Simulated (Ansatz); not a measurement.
C2H2O3 can be A, `O=C1OCO1`, or B, `O=C=C(O)O`.

Gas-phase electronic energies from Ansatz, PBE0-D4/def2-TZVP geometries. CBS: MP2 limit from def2 TZ/QZ plus the TZ coupled-cluster correction, frozen cores. DFT in def2-TZVPP. B3LYP here is the variant with VWN-RPA as its local correlation; programs differ in this. One conformer a species, not always the lowest.

Problem. Which is lower in electronic energy at CCSD(T)/CBS, and by how much? (Estimate.)

Solution. Computed: A, by 33.5 kcal/mol.

Problem. Give E(B) − E(A) in kcal/mol with PBE0-D4, CCSD(T)/def2-SVP, ωB97M-V, CCSD/def2-TZVPP, B3LYP-D4, BLYP-D4, r2SCAN-D4. (An estimate is asked.)

Solution. The calculation gave: PBE0-D4 35.2, CCSD(T)/def2-SVP 36.0, ωB97M-V 34.2, CCSD/def2-TZVPP 35.2, B3LYP-D4 30.6, BLYP-D4 27.7, r2SCAN-D4 34.8. None reverses the order clearly.

Problem. Does the order hold for the free energy at 298.15 K (harmonic terms from PBE0-D4)? (An estimate is asked.)

Solution. Computed: Yes: G(B) − G(A) = +30.8 kcal/mol, for one conformer each.

Largest T1 diagnostic: 0.016.

At CCSD(T), def2-SVP lies +2.5 kcal/mol from the extrapolated value and def2-TZVPP +1.5 kcal/mol. From r2SCAN to r2SCAN0 (25 % exact exchange), in def2-TZVPP and without D4, E(B) − E(A) moves by +1.7 kcal/mol.
